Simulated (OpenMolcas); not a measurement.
**CF+ (SMILES [C+]F): the vertical energy of the triplet above the singlet, rung by rung**

CF+: 2 atoms, total charge +1, spin state singlet. As SMILES, `[C+]F`. The shape is that of a PBE0-D4/def2-TZVP optimisation.

```xyz
2

C     0.4923   -0.1608    0.2532
F    -0.4923    0.1608   -0.2532
```

Each level gives the vertical energy of the triplet above the singlet (eV). The values are calculated.

```csv
level,kind,program,value (eV),less CCSD(T)/aug-cc-pVTZ,CPU time (all runs)
HF/aug-cc-pVTZ,Hartree–Fock,OpenMolcas,3.63,-1.33,21 s
SVWN5/aug-cc-pVTZ,LDA,OpenMolcas,4.71,-0.25,36 s
BLYP/aug-cc-pVTZ,GGA,OpenMolcas,4.77,-0.19,49 s
PBE/aug-cc-pVTZ,GGA,OpenMolcas,4.61,-0.35,48 s
M06-L/aug-cc-pVTZ,meta-GGA,OpenMolcas,11.21,+6.25,6.4 min
r2SCAN/aug-cc-pVTZ,meta-GGA,OpenMolcas,4.27,-0.69,2.8 min
BHLYP/aug-cc-pVTZ,global hybrid,OpenMolcas,4.57,-0.39,47 s
"CCSD(T)/aug-cc-pVTZ, open shells restricted",coupled cluster or CI,OpenMolcas,4.96,0.00,58 s
```

Differences are taken from CCSD(T)/aug-cc-pVTZ, open shells restricted for orientation; it has basis-set and higher-order errors of its own. The values span 3.63 to 11.21 eV. Times are those of the runs behind each value, whatever else they computed, on shared processors of several kinds: orders of magnitude only.
